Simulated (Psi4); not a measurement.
# BHLYP/cc-pVTZ run of SiH4O (Si(OH)H3)

Aim: the energy change on altering one bond length of SiH4O (Si(OH)H3) at BHLYP/cc-pVTZ, from 2 runs. 

The results are computed with Psi4 1.11.

### 1 Starting point

SiH4O: 6 atoms, total charge 0, spin state singlet. As SMILES, `[H][Si]([H])([H])O`. Geometry: relaxed at GFN2-xTB.

Bond lengths: Si1–O2 1.625 Å, O2–H3 0.953 Å, Si1–H4 1.464 Å, Si1–H5 1.464 Å, Si1–H6 1.453 Å. Angles: Si1–O2–H3 122.4°, O2–Si1–H4 110.3°, O2–Si1–H5 110.3°, O2–Si1–H6 101.4°, H4–Si1–H5 108.8°, H4–Si1–H6 112.9°, H5–Si1–H6 112.9°.

### 2 Energy and forces at BHLYP/cc-pVTZ

Contents of run_ase.py:

```python
import numpy as np
from ase.calculators.psi4 import Psi4
from ase import Atoms

mol = Atoms(['Si', 'O', 'H', 'H', 'H', 'H'], positions=[
    [-0.059940, -0.114970, -0.407910],
    [-0.059540, -0.091910, 1.217130],
    [0.327320, 0.620940, 1.717260],
    [1.313150, -0.112770, -0.916850],
    [-0.760380, 1.058380, -0.933190],
    [-0.760600, -1.359670, -0.676430],
])
calc = Psi4(atoms=mol, method='bhhlyp', basis='cc-pVTZ', memory='1600MB', num_threads=1, charge=0, multiplicity=1, label='calc', reference='rks')
calc.psi4.set_options({'puream': True, 'e_convergence': 1e-09, 'd_convergence': 1e-08, 'scf_type': 'pk', 'dft_radial_points': 99, 'dft_spherical_points': 590})
mol.calc = calc

forces = mol.get_forces()
print(f'energy: {mol.get_potential_energy():.6f} eV')
print('forces / eV A^-1')
print(np.round(forces, 5))
```

The run is started by

```console
$ python run_ase.py
```

calc.dat:

```text
[...]
  Running in c1 symmetry.
[...]
  Nuclear repulsion =   65.669477756288146
[...]
  Multiplicity = 1
[...]
  Nalpha       = 13
  Nbeta        = 13
[...]
    Number of basis functions: 120
[...]
   @RKS iter   1:  -367.02369728356217   -3.88665e-01   5.14202e-03 ADIIS/DIIS
[...]
   @RKS iter   9:  -367.15705284284047   -2.92175e-11   9.88489e-09 DIIS
[...]
    Orbital Energies [Eh]
    ---------------------
    Doubly Occupied:
       1A    -67.160058     2A    -19.676224     3A     -5.614615
       4A     -3.879380     5A     -3.877890     6A     -3.877871
       7A     -1.142250     8A     -0.658444     9A     -0.546525
      10A     -0.456200    11A     -0.454919    12A     -0.392356
      13A     -0.371904
[...]
  @RKS Final Energy:  -367.15705284284047
   => Energetics <=
    Nuclear Repulsion Energy =             65.6694777562881455
    One-Electron Energy =                -637.9591306568265736
    Two-Electron Energy =                 221.1444171536734586
    DFT Exchange-Correlation Energy =     -16.0118170959755943
    Empirical Dispersion Energy =           0.0000000000000000
    VV10 Nonlocal Energy =                  0.0000000000000000
    Total Energy =                       -367.1570528428405282
[...]
 Multipole Moments:
 ------------------------------------------------------------------------------------
     Multipole            Electronic (a.u.)      Nuclear  (a.u.)        Total (a.u.)
 ------------------------------------------------------------------------------------
 L = 1.  Multiply by 2.5417464519 to convert [e a0] to [Debye]
 Dipole X            :         -0.0608190            0.3078006            0.2469816
 Dipole Y            :         -0.0910567            0.5432950            0.4522382
 Dipole Z            :          1.3504349           -1.3312588            0.0191761
 Magnitude           :                                                    0.5156423
[...]
  -Total Gradient:
     Atom            X                  Y                   Z
    ------   -----------------  -----------------  -----------------
       1       -0.000708583249    -0.000989883312    -0.004041495514
       2       -0.003429160286    -0.006619341864    -0.018908505421
       3        0.002458767804     0.004644773846     0.004799528004
       4       -0.003455040203     0.001060234061     0.004918341126
       5        0.002723135205    -0.002507576964     0.004992455153
       6        0.002410855953     0.004411782842     0.008241190861
[...]
```

The script printed:

```text
energy: -9990.852296 eV
forces / eV A^-1
[[ 0.03644  0.0509   0.20782]
 [ 0.17633  0.34038  0.97231]
 [-0.12643 -0.23884 -0.2468 ]
 [ 0.17767 -0.05452 -0.25291]
 [-0.14003  0.12894 -0.25672]
 [-0.12397 -0.22686 -0.42378]]
```

Run time: 21 s. Hardware: 1 thread of AMD EPYC 9R45 (Zen 5), shared host; peak memory 0.96 GiB.

### 3 The distorted shape, same level

Contents of input.json:

```json
{
 "schema_name": "qcschema_input",
 "schema_version": 1,
 "molecule": {
  "schema_name": "qcschema_molecule",
  "schema_version": 2,
  "symbols": ["Si", "O", "H", "H", "H", "H"],
  "geometry": [-0.69815554, -1.29500286, -1.52697241, -0.69739965, -1.25142577, 1.54390813, 0.61854516, 1.17340654, 3.24515108, 1.89660851, -1.29084546, -2.48872962, -2.0217953, 0.92230729, -2.51960775, -2.02221104, -3.64714496, -2.03440167],
  "molecular_charge": 0,
  "molecular_multiplicity": 1,
  "fix_symmetry": "c1",
  "fix_com": true,
  "fix_orientation": true
 },
 "driver": "gradient",
 "model": {
  "method": "bhhlyp",
  "basis": "cc-pVTZ"
 },
 "keywords": {
  "reference": "rks",
  "puream": true,
  "e_convergence": 1e-09,
  "d_convergence": 1e-08,
  "scf_type": "pk",
  "dft_radial_points": 99,
  "dft_spherical_points": 590,
  "scf_properties": ["DIPOLE", "LOWDIN_CHARGES", "MAYER_INDICES"]
 }
}
```

The run is started by

```console
$ psi4 --qcschema input.json -n 1 --memory 1600MB
```

stdout:

```text
[...]
  Running in c1 symmetry.
[...]
  Nuclear repulsion =   62.899666256336978
[...]
  Multiplicity = 1
[...]
  Nalpha       = 13
  Nbeta        = 13
[...]
    Number of basis functions: 120
[...]
   @RKS iter   1:  -366.73535476005202   -4.02365e-01   6.02352e-03 DIIS/ADIIS
[...]
   @RKS iter  12:  -366.99533848181119   -9.32232e-12   2.97421e-09 DIIS
[...]
    Orbital Energies [Eh]
    ---------------------
    Doubly Occupied:
       1A    -67.154579     2A    -19.700130     3A     -5.609613
       4A     -3.874298     5A     -3.872956     6A     -3.872706
       7A     -1.075265     8A     -0.602777     9A     -0.464962
      10A     -0.443583    11A     -0.443314    12A     -0.371570
      13A     -0.360808
[...]
  @RKS Final Energy:  -366.99533848181119
   => Energetics <=
    Nuclear Repulsion Energy =             62.8996662563369782
    One-Electron Energy =                -632.6899851667907342
    Two-Electron Energy =                 218.7056955452601414
    DFT Exchange-Correlation Energy =     -15.9107151166176113
    Empirical Dispersion Energy =           0.0000000000000000
    VV10 Nonlocal Energy =                  0.0000000000000000
    Total Energy =                       -366.9953384818111886
[...]
 Multipole Moments:
 ------------------------------------------------------------------------------------
     Multipole            Electronic (a.u.)      Nuclear  (a.u.)        Total (a.u.)
 ------------------------------------------------------------------------------------
 L = 1.  Multiply by 2.5417464519 to convert [e a0] to [Debye]
 Dipole X            :         17.2071319          -16.8822274            0.3249045
 Dipole Y            :         31.5815189          -30.9837228            0.5977961
 Dipole Z            :         12.9585877          -12.8239367            0.1346510
 Magnitude           :                                                    0.6935805
[...]
  -Total Gradient:
     Atom            X                  Y                   Z
    ------   -----------------  -----------------  -----------------
       1       -0.009152619037    -0.016153231922    -0.001825215652
       2       -0.035013021657    -0.065207954119    -0.077679246137
       3        0.040278710718     0.074457348146     0.061568975262
       4       -0.003074394816     0.001890966540     0.006456084529
       5        0.003227025958    -0.001710984358     0.006553353622
       6        0.003734425629     0.006723914940     0.004935278960
[...]
```

The result, in JSON:

```text
{
 "driver": "gradient",
 "model": {
  "method": "bhhlyp",
  "basis": "cc-pVTZ"
 },
 "success": true,
 "return_result": [-0.009152619037162791, -0.016153231922491088, -0.0018252156515426998, -0.03501302165653078, -0.06520795411935838, -0.07767924613651807, 0.0402787107181759, 0.07445734814620786, 0.06156897526183915, -0.0030743948156627815, 0.0018909665399171548, 0.0064560845294786146, 0.0032270259579667143, -0.0017109843584899032, 0.006553353621844293, 0.0037344256285838304, 0.0067239149400881715, 0.004935278959643685],
 "properties": {
  "calcinfo_nbasis": 120,
  "calcinfo_nmo": 120,
  "calcinfo_nalpha": 13,
  "calcinfo_nbeta": 13,
  "calcinfo_natom": 6,
  "nuclear_repulsion_energy": 62.89966625633698,
  "return_energy": -366.9953384818112,
  "return_gradient": [-0.009152619037162791, -0.016153231922491088, -0.0018252156515426998, -0.03501302165653078, -0.06520795411935838, -0.07767924613651807, 0.0402787107181759, 0.07445734814620786, 0.06156897526183915, -0.0030743948156627815, 0.0018909665399171548, 0.0064560845294786146, 0.0032270259579667143, -0.0017109843584899032, 0.006553353621844293, 0.0037344256285838304, 0.0067239149400881715, 0.004935278959643685],
  "scf_one_electron_energy": -632.6899851667907,
  "scf_two_electron_energy": 218.70569554526014,
  "scf_xc_energy": -15.910715116617611,
  "scf_dipole_moment": [0.3249044893695725, 0.5977960754632541, 0.13465103530889522],
  "scf_total_energy": -366.9953384818112,
  "scf_total_gradient": [-0.009152619037162791, -0.016153231922491088, -0.0018252156515426998, -0.03501302165653078, -0.06520795411935838, -0.07767924613651807, 0.0402787107181759, 0.07445734814620786, 0.06156897526183915, -0.0030743948156627815, 0.0018909665399171548, 0.0064560845294786146, 0.0032270259579667143, -0.0017109843584899032, 0.006553353621844293, 0.0037344256285838304, 0.0067239149400881715, 0.004935278959643685],
  "scf_iterations": 12
 }
}
```

It took 23 s on 1 thread of AMD EPYC 9R45 (Zen 5), shared host; peak memory 0.92 GiB.

### 4 Summary of results

Level: BHLYP/cc-pVTZ.

| quantity | value |
| --- | --- |
| first shape: total energy | -367.15705 Eh |
| first shape: dipole moment | 1.31 D |
| first shape: HOMO energy | -10.12 eV |
| first shape: LUMO energy | 1.07 eV |
| first shape: HOMO–LUMO gap | 11.19 eV |
| first shape: largest force on an atom | 1.045 eV/Å |
| distorted shape: total energy | -366.99534 Eh |
| distorted shape: dipole moment | 1.76 D |
| distorted shape: HOMO energy | -9.82 eV |
| distorted shape: LUMO energy | -2.89 eV |
| distorted shape: HOMO–LUMO gap | 6.93 eV |
| distorted shape: largest force on an atom | 5.517 eV/Å |
| energy change with the O2–H3 bond stretched from 0.953 to 1.715 Å | 4.400 eV |

In words: With the O2–H3 bond stretched from 0.953 to 1.715 Å the energy rises by 4.40 eV (425 kJ/mol). The first shape isn't relaxed at this level, so the change isn't measured from a minimum. A restricted reference can't describe the breaking bond well at this length. The largest force (first shape) is 1.05 eV/Å: the shape isn't a stationary point for this species at this level.
